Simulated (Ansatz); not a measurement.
Molecule: C2H7O, net charge 1, singlet state. It need not be the lowest isomer of its formula. 
Coordinates optimised at B3LYP-D3(BJ)/def2-TZVP (Ansatz, an electronic-structure program):
```
C
H 1 1.0860
H 1 1.0870 2 111.99
C 1 1.4933 2 114.58 3 -133.36
H 4 1.0891 1 111.93 2 -51.83
H 4 1.0914 5 110.42 1 125.92
H 4 1.0932 5 107.92 6 116.66
O 1 1.5653 2 101.31 3 111.37
H 8 0.9757 1 114.62 2 -61.28
H 8 0.9759 9 110.18 1 129.35
```
Charge +1, spin multiplicity 1.

Basis-set convergence of Hartree-Fock and CCSD correlation energies (hartree) with Ansatz. Cores are frozen in the correlated levels unless marked. Spin-orbit coupling is left out. No relativistic terms.

| basis | functions | E(HF) | E(corr, CCSD) |
|---|---|---|---|
| cc-pVDZ | - | -154.40834 | -0.51756 |
| cc-pVTZ | 188 | (withheld) | (withheld) |

Q: Fill in the missing entries.

A: 
- cc-pVTZ, E(HF): -154.45832
- cc-pVTZ, E(corr, CCSD): -0.62604
